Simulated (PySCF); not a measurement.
Two-photon absorption: `InChI=1S/C4H2O2/c5-2-3-1-4(3)6/h1-2H`

Molfile (atoms numbered from 1):
```
C4H2O2
     RDKit          3D

  8  8  0  0  0  0  0  0  0  0999 V2000
    2.0209   -1.0455    0.5594 O   0  0  0  0  0  0  0  0  0  0  0  0
    1.5081   -0.0466    0.1326 C   0  0  0  0  0  0  0  0  0  0  0  0
    0.0355    0.0797   -0.0075 C   0  0  0  0  0  0  0  0  0  0  0  0
   -1.0956   -0.6555   -0.0017 C   0  0  0  0  0  0  0  0  0  0  0  0
   -1.2148    0.7607   -0.2063 C   0  0  0  0  0  0  0  0  0  0  0  0
   -1.8613    1.7481   -0.3945 O   0  0  0  0  0  0  0  0  0  0  0  0
    2.0985    0.8474   -0.1725 H   0  0  0  0  0  0  0  0  0  0  0  0
   -1.4821   -1.6748    0.0743 H   0  0  0  0  0  0  0  0  0  0  0  0
  1  2  2  0
  2  3  1  0
  3  4  2  0
  4  5  1  0
  5  6  2  0
  5  3  1  0
  2  7  1  0
  4  8  1  0
M  END
```

Level of theory: TDDFT B3LYP/def2-SVPD excited states, vertical, gas phase (PySCF). Geometry: PBE0-D3(BJ)/def2-SVP.

Task: Give the one- and two-photon strengths of the lowest singlets.

Result: δ for parallel linear polarisation; σ at the peak of a Lorentzian of half width 0.1 eV, single beam; Ω is circular over linear.
| state | E (eV) | f | photon λ (nm) | δ (au) | σ (GM) | Ω | main |
| --- | --- | --- | --- | --- | --- | --- | --- |
| S1 | 2.52 | 0.001 | 984 | 17.9 | 0.04 | 0.73 | HOMO→LUMO 0.97 |
| S2 | 3.69 | 0.001 | 671 | 32.1 | 0.16 | 0.71 | HOMO−1→LUMO 0.94 |
| S3 | 5.00 | 0.111 | 496 | 691 | 6.33 | 0.92 | HOMO−2→LUMO 0.91 |
| S4 | 5.21 | 0.011 | 476 | 211 | 2.09 | 1.03 | HOMO→LUMO+1 0.88 |
| S5 | 6.26 | 0.003 | 396 | 3.99 | 0.06 | 0.77 | HOMO−3→LUMO 0.94 |

Among these, the strongest one-photon state is S3, the strongest two-photon state S3, with a dipole change of 4.7 D (relaxed, norm of the difference vector).
